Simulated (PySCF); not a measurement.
**Frontier levels across methods**

C₅H₈O.
Z-matrix (Å and degrees, PBE0-D3(BJ)/def2-SVP geometry), rows numbered from 1:
```
C 
C   1  1.3364
C   2  1.4875  1  125.74
O   3  1.2124  2  119.46  1   177.68
C   3  1.5149  2  119.08  1    -2.45
C   5  1.5157  3  112.91  2   179.38
H   1  1.0932  2  121.27  3  -179.60
H   1  1.0936  2  122.13  3     0.36
H   2  1.0948  1  121.02  3   179.46
H   5  1.1040  3  108.16  2    55.88
H   5  1.1044  3  107.83  2   -57.37
H   6  1.0993  5  110.94  3    58.40
H   6  1.0995  5  110.96  3   179.05
H   6  1.0994  5  110.99  3   -60.30
```

Basis pcSseg-1 throughout (PySCF), one geometry. Geometry: PBE0-D3(BJ)/def2-SVP, one conformer, isolated molecule.

**Question.** How do the orbital energies, the gap and the dipole change with the method?

**Answer.** 
| method | kind | HOMO (eV) | LUMO (eV) | gap (eV) | μ (D) | SCF cycles |
| --- | --- | --- | --- | --- | --- | --- |
| BLYP | GGA | -5.60 | -2.51 | 3.09 | 2.95 | 17 |
| OPBE | GGA | -5.63 | -2.57 | 3.06 | 2.93 | 16 |
| PBE | GGA | -5.70 | -2.66 | 3.04 | 2.94 | 17 |
| B97-D | GGA | -5.73 | -2.57 | 3.16 | 3.00 | 17 |
| BP86 | GGA | -5.83 | -2.76 | 3.07 | 2.98 | 17 |
| KT3 | GGA | -5.88 | -2.59 | 3.29 | 2.91 | 17 |
| LDA | LDA | -5.88 | -2.91 | 2.96 | 3.04 | 16 |
| KT2 | GGA | -5.92 | -2.62 | 3.30 | 2.94 | 17 |
| B97-2 | global hybrid | -7.07 | -1.73 | 5.34 | 3.12 | 15 |
| B3LYP | global hybrid | -7.10 | -1.88 | 5.22 | 3.10 | 15 |
| PBE0 | global hybrid | -7.36 | -1.67 | 5.69 | 3.12 | 15 |
| mPW1PW91 | global hybrid | -7.41 | -1.69 | 5.72 | 3.15 | 15 |
| CAM-B3LYP | range-separated hybrid | -8.82 | -0.49 | 8.34 | 3.16 | 13 |
| BHandHLYP | global hybrid | -8.94 | -0.51 | 8.43 | 3.30 | 12 |
| wB97X-D | range-separated hybrid | -9.31 | 0.13 | 9.43 | 3.18 | 14 |
| LC-wPBE | range-separated hybrid | -10.15 | 0.65 | 10.80 | 3.16 | 14 |
| HF | Hartree–Fock | -10.72 | 2.32 | 13.04 | 3.58 | 11 |

The HOMO spans 5.13 eV, from BLYP down to HF, and the gap runs from 2.96 eV (LDA) to 13.04 eV (HF). Over the methods BLYP (0 %), OPBE (0 %), PBE (0 %), B97-D (0 %), BP86 (0 %), KT3 (0 %), LDA (0 %), KT2 (0 %), B97-2 (21 %), B3LYP (20 %), PBE0 (25 %), mPW1PW91 (25 %), BHandHLYP (50 %), HF (100 %), a straight line through the gap against the share of exact exchange rises by 1.01 eV for each 10 % (correlation coefficient 0.999). The dipole ranges from 2.91 D (KT3) to 3.58 D (HF). This basis has no diffuse functions.

The vertical ΔSCF ionisation energy at wB97X-D/def2-SVPD is 9.54 eV; −ε(HOMO) comes closest to it with wB97X-D (9.31 eV).
